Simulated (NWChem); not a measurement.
# hydrogen chloride (HCl); SMILES Cl

Computed with NWChem. Structure relaxed at the PBE0-D3(BJ)/def2-TZVP level. Solvent water, SMD (1 M gas to 1 M solution), gas-phase geometry.

```
level             basis functions  solvation free energy (kcal/mol)  cavity-dispersion-structure term (kcal/mol)  dipole in solution (D)
----------------  ---------------  --------------------------------  -------------------------------------------  ----------------------
PBE0/3-21G                     15                              -2.5                                          1.2                    2.21
PBE0/pcseg-1                   23                              -2.0                                          1.2                    1.79
PBE0/aug-pcseg-1               36                              -1.7                                          1.2                    1.54
PBE0/pcseg-2                   48                              -1.6                                          1.2                    1.60
PBE0/def2-TZVPP                56                              -1.5                                          1.2                    1.53
PBE0/def2-QZVP                100                              -1.5                                          1.2                    1.49
```
